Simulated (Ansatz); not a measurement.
# PO (quartet): the correlation ladder, def2-QZVPP

An exercise on one series of results from a longer session: the logs are not shown, and one member is left open.

Method: def2-QZVPP, core rule «outside noble gas», up to 6 orbitals frozen; program: Ansatz 0.2.0, Gaussian basis.

Plan: UHF; ROHF; CCSD(T) on UHF.

## The geometry

The geometry is a PBE0/def2-TZVP stationary point (not a proven minimum).

2 atoms, charge 0, spin multiplicity 4.

Atoms are counted from 1 here; the program's logs count them from 0.

Bond lengths: O1–P2 1.719 Å.

Set-up of the first run:

The input, in.yaml:

```yaml
crystal:
  periodic: [false, false, false]
  atoms:
    - {symbol: O, position_ang: [0.000000, 0.000000, 0.000000]}
    - {symbol: P, position_ang: [0.000000, 0.000000, 1.718900]}
basis:
  gaussian: {orbitals: "def2-QZVPP.json"}
magnetization: {spin_polarized: true, initial_magnetization: 3}
hamiltonian: {xc: hf}
output: {orbitals: {seedname: orbitals}}
```

Started as:

```bash
> ansatz run in.yaml --threads 1 --pin off --events-out ev --progress --plain --max-ram 2393MiB
```

Steps of the session up to this table: UHF; ROHF; CCSD(T) on UHF.

One table of the session follows, with a row left open; its other results are not shown here.

It belongs to the step «Misses and costs». 

| method | from UCCSD(T) (meV) |
| --- | --- |
| ROHF | +9677.0 |
| UHF | ? |
| UMP2 | +1081.6 |
| UCCSD | +368.0 |
| UCCSD(T) | 0 |

Q: Estimate the row for UHF from the others.

As computed: from UCCSD(T) (meV): +9320.6. In the column «from UCCSD(T) (meV)» it lies between UMP2 (+1081.6) and ROHF (+9677.0).
